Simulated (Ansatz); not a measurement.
Geometry optimisation, RKS PBE0-D4/def2-SVP in Ansatz.

input.yaml

```yaml
crystal:
  periodic: [false, false, false]
  atoms:
    - { symbol: B, position_ang: [-0.71851, 1.17998, -0.30649] }
    - { symbol: C, position_ang: [-0.54734, -0.34675, -0.15371] }
    - { symbol: "N", position_ang: [0.44808, 0.40443, 0.11845] }
    - { symbol: H, position_ang: [-1.62801, 1.83538, -0.6414] }
    - { symbol: H, position_ang: [1.3884, 0.19008, 0.43477] }
basis:
  gaussian: { orbitals: def2-SVP }
hamiltonian:
  xc: pbe0
  dispersion: d4
relax:
  f_tol: 0.02
  max_steps: 50
```

Command:

```bash
$ ansatz run input.yaml --threads 1 --pin off --max-ram 2048MiB --backend cpu --events-out ev --progress --plain --runs-dir out
```

Task: Where does it end, and by what steps?

Result: It converged. After 6 steps the energy has fallen by 0.657 eV; H4 moved furthest, 0.30 Å.

```csv
step,energy less start (eV),largest force component (eV/Å),accepted
0,0.0000,3.195,yes
1,-0.3939,1.543,yes
2,-0.6070,1.517,yes
3,-0.6316,0.719,yes
4,-0.6529,0.411,yes
5,-0.6558,0.217,yes
6,-0.6570,0.005,yes
```

```xyz
5
Properties=species:S:1:pos:R:3
B -0.828 0.974 -0.329
C -0.547 -0.539 -0.141
N 0.363 0.419 0.090
H -1.382 2.000 -0.573
H 1.337 0.409 0.404
```

Run time: 12 s on 1 thread of Intel(R) Xeon(R) Processor @ 2.70GHz, on a shared host, peak memory 0.13 GiB.
